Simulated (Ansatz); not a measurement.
System: HS (charge -1, singlet). 
Coordinates optimised at B3LYP-D3(BJ)/def2-TZVP (Ansatz, a first-principles code):
```
S
H 1 1.3492
```
Charge -1, spin multiplicity 1.

Parts of the frozen-core correlation energy in STO-3G (Ansatz, hartree). Frozen orbitals: 5; correlated occupied orbitals by spin: 4 and 4; virtual: 1 and 1. Spin-orbit coupling is left out. Non-relativistic.

```json
[
 {"term": "reference (HF)", "value": "-393.50577"},
 {"term": "MP2 opposite-spin", "value": "___"},
 {"term": "MP2 same-spin", "value": "0.00000"},
 {"term": "CCSD correlation", "value": "___"},
 {"term": "(T)", "value": "___"},
 {"term": "FCI minus CCSD(T)", "value": "0.00000"},
 {"term": "T1 diagnostic", "value": "0.003"},
 {"term": "largest doubles amplitude", "value": "0.107"}
]
```

Task: Some entries are withheld; supply them.

Result: 
- MP2 opposite-spin, value: -0.01393
- CCSD correlation, value: -0.02035
- (T), value: 0.00000
